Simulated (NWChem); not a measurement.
System: dichloromethane (CH$_{2}$Cl$_{2}$); SMILES ClCCl

Input file for NWChem:

```
start job
memory heap 200 mb stack 900 mb global 1100 mb
geometry units angstroms noautoz
  Cl     1.494325     0.000000     0.212013
  C      0.000000     0.000000    -0.763738
  Cl    -1.494325     0.000000     0.212013
  H      0.000000     0.909676    -1.390204
  H      0.000000    -0.909676    -1.390204
end
basis spherical
  Cl library 6-31g*
  C library 6-31g*
  H library 6-31g*
end
dft
  xc slater pw91lda
  iterations 150
  mulliken
end
task dft energy
```

Coordinates come from a PBE-D3(BJ)/def2-SVP optimisation.

**Question.** What results follow from this input? (LDA (Slater exchange, PW92)/6-31G* (spherical d).) Quantities: energy (Ha); highest occupied level (eV); orbital gap (eV); dipole (D).

**Answer.** 
| Quantity | Value |
|---|---|
| energy (Ha) | -956.30 |
| highest occupied level (eV) | -7.27 |
| orbital gap (eV) | 5.89 |
| dipole (D) | 1.82 |
